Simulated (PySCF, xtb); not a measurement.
acetylene (C₂H₂), SMILES C#C.

Harmonic wavenumbers (cm⁻¹) from GFN2-xTB in xtb at its own minimum, in rising order: 492, 492, 849, 849, 2156, 3352, 3428.

Q: What does PBE0-D3(BJ)/def2-TZVPD in PySCF give at its own minimum? (The exact figures need the calculation; the answer reports its results.)

A: 667, 667, 772, 772, 2083, 3426, 3527. Paired by order, the mean absolute difference is 107 cm⁻¹ and the zero-point energies are 16.6 and 17.0 kcal/mol.
